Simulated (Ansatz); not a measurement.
The input, for Ansatz 0.2.0:

```yaml
crystal:
  periodic: [false, false, false]
  atoms:
    - {symbol: Ta, position_ang: [0.000000, 0.000000, 0.000000]}
    - {symbol: H, position_ang: [0.000000, 0.000000, 1.734000]}
basis:
  gaussian: {orbitals: def2-TZVP}
total_charge: 1
magnetization: {spin_polarized: false, initial_magnetization: 3}
correlation: {method: ccsdt_q, electrons: outside_noble_gas}
```

```sh
$ ansatz run in.yaml --threads 1 --pin off --events-out ev --progress --plain --max-ram 2393MiB
```

Q: Roughly how long does this take on 1 thread of Arm Neoverse V2, shared host, and how much host memory?

A: 19 s wall and 0.19 GiB.

```
721 factors; integrals over basis functions are off by at most 9.0e-7 eV
mean field evaluation 1: about -1538.9121 eV, gradient 1.5e1 eV
mean field evaluation 2: about -1538.9123 eV, gradient 1.5e1 eV
mean field evaluation 4: about -1539.9920 eV, gradient 1.3e0 eV
mean field evaluation 8: about -1540.0210 eV, gradient 2.8e-2 eV
mean field evaluation 16: about -1540.0211 eV, gradient 1.3e-4 eV
mean field evaluation 32: about -1540.0634 eV, gradient 2.2e0 eV
mean field evaluation 64: about -1540.2757 eV, gradient 2.5e-1 eV
mean field evaluation 96: about -1540.8089 eV, gradient 1.2e-3 eV
mean field evaluation 128: about -1539.5732 eV, gradient 9.4e0 eV
mean field evaluation 160: about -1540.7974 eV, gradient 4.9e-1 eV
...
cycle  29  -1.81980389 eV  change   -9.4e-8 eV  update   3.9e-6
cycle  30  -1.81980354 eV  change    3.5e-7 eV  update   3.5e-6
cycle  31  -1.81980333 eV  change    2.1e-7 eV  update   3.3e-6
cycle  32  -1.81980321 eV  change    1.3e-7 eV  update   3.1e-6
cycle  33  -1.81980266 eV  change    5.4e-7 eV  update   3.0e-6
cycle  34  -1.81980071 eV  change    1.9e-6 eV  update   2.7e-6
cycle  35  -1.81979925 eV  change    1.5e-6 eV  update   1.8e-6
cycle  36  -1.81979931 eV  change   -6.7e-8 eV  update   1.2e-6
cycle  37  -1.81979977 eV  change   -4.6e-7 eV  update   8.5e-7
cycle  38  -1.81979967 eV  change    9.6e-8 eV  update   5.4e-7
perturbative correction -0.00070902 eV, -0.0000260558 hartree
Total energy: -1542.80596628 eV, -56.6970735093 hartree
```
